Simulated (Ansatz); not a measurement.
Stretch profile

SiH₃O (SMILES [O-][SiH3]) (charge -1), singlet, at its PBE0-D4/def2-TZVPD minimum:

| atom | x (Å) | y (Å) | z (Å) |
| --- | --- | --- | --- |
| O1 | -1.4799 | 0.2783 | 0.7174 |
| Si2 | -0.0922 | 0.0173 | 0.0448 |
| H3 | -0.0906 | -0.2504 | -1.4628 |
| H4 | 0.7134 | -1.1805 | 0.5560 |
| H5 | 0.9493 | 1.1353 | 0.1445 |

The bond length Si2–H4 (1.531 Å at the minimum) is set to the values below, with the rest relaxed at PBE0-D4/def2-TZVPD at each step. Each method's energies count from its own value at the PBE0-D4 minimum structure. Ansatz 0.2.0; basis: def2-TZVPPD; cores frozen in the correlated methods. B3LYP uses VWN-RPA correlation.

```tsv
bond length (Å)	CCSD(T) (eV)	PBE0-D4 (eV)	B3LYP-D4 (eV)
1.348	0.290	0.306	0.288
1.401	0.129	0.141	0.130
1.479	0.015	0.020	0.016
1.570	0.013	0.010	0.012
1.671	0.120	0.106	0.109
1.780	?	0.281	0.277
1.895	?	0.510	0.492
2.017	?	0.783	0.755
2.144	1.126	1.069	1.031
```

**Question.** Fill in the withheld CCSD(T) values. (To be estimated.)

**Answer.** Computed: 0.312 eV at 1.780 Å; 0.558 eV at 1.895 Å; 0.836 eV at 2.017 Å. These count from the CCSD(T) energy at the PBE0-D4 minimum.

Minimum and curvature along this coordinate at CCSD(T): A fifth-order fit through the nearest points gives 1.524 Å, with a curvature of about 14 eV/Å².

Largest difference from the CCSD(T) curve over the scan: PBE-D4 0.174; r2SCAN-D4 0.071; wB97M-V 0.011; HF 0.094 eV. Each curve counts from its own value at the minimum.

T1 diagnostic: at most 0.019.

For scale, one of the runs: CCSD(T)/def2-TZVPPD, 139 basis functions (an equivalent command: `ansatz run in.yaml --threads 2`). Hardware: 2 CPU threads, shared host. Wall time 4.1 s; peak host memory 0.87 GiB.
